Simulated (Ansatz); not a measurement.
Fluorite CdF₂, treated with PBE-D3(BJ) (plane waves, PAW; Ansatz, a first-principles code).

Numerical settings: plane-wave cutoff 500 eV, 10×10×10 k mesh, gaussian smearing 0.02 eV, scalar-relativistic PAW data made under PBE.

Cell (relaxed at this level):

```
CELL_PARAMETERS angstrom
      0.00000     2.72238     2.72238
      2.72238     0.00000     2.72238
      2.72238     2.72238     0.00000
ATOMIC_POSITIONS crystal
  Cd 0.00000 0.00000 0.00000
  F  0.25000 0.25000 0.25000
  F  0.75000 0.75000 0.75000
```

Task: Estimate the band gap that the calculation returns.

Result: 
band gap: 2.99 eV (on the SCF k mesh)

Measured, for comparison: band gap 7.8 eV (temperature not stated, no zero-point or thermal correction, indirect W–Γ; as tabulated in Cappellini et al. (2013), arXiv:1302.2571).

Spin–orbit coupling is not included.

The computed numbers hold no vibrational or temperature effects.
